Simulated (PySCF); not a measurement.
# Peak assignment

Bonds (- single, = double, # triple, : aromatic): C1-N2 1.433 Å, N2:C3 1.344 Å, C3:N4 1.312 Å, N4:C5 1.347 Å, C5:N6 1.312 Å, N6:N2 1.337 Å. C1 carries H7, H8, H9; C3 carries H10; C5 carries H11.

[PySCF 2.14: GFN2-xTB geometry; shieldings: GIAO PBE0/pcSseg-1; spin–spin couplings from B3LYP/pcJ-1 (spin–dipole term only in couplings to heteroatoms); gas phase; rapidly exchanging positions averaged; non-relativistic Hamiltonian; single conformer]

Referencing at the same level of theory: TMS for $^{13}$C (σref 186.93), $^{1}$H (σref 31.72).

(1) Assign these signals to the numbered atoms. $^{13}$C{$^{1}$H} NMR (computed): δ 155.5, 147.4, 36.4.

(2) Assign these signals to the numbered atoms. $^{1}$H NMR (600 MHz, computed): δ 7.89 (s, 1H), 7.87 (s, 1H), 4.06 (s, 3H).

## Answers

(1) 
```tsv
δ (ppm)	atoms	environment	reason
155.5	C5	aromatic CH between two ring heteroatoms	–
147.4	C3	aromatic CH between two ring heteroatoms	–
36.4	C1	methyl carbon bonded to N	deshielded by the electronegative neighbour
```

(2) 
| δ (ppm) | atoms | environment | reason |
| --- | --- | --- | --- |
| 7.89 | H11 | hydrogen on an aromatic CH between two ring heteroatoms | the ring current deshields protons in the ring plane |
| 7.87 | H10 | hydrogen on an aromatic CH between two ring heteroatoms | – |
| 4.06 | H7/H8/H9 | hydrogen on a methyl carbon bonded to N | its carbon carries N, which withdraws density |

H11 and H10 lie closer than the usual error of such a calculation, so a measured spectrum could show them in the other order.

Shifts are as computed. Against solution values, carbons near 30 ppm lie about +3 ppm off and those near 130 ppm about +5 ppm. Of 1211 compounds with measured shifts, 218 miss one by over three times the rms of a fit or turn the order of signals round; such compounds aren't used in these exercises.
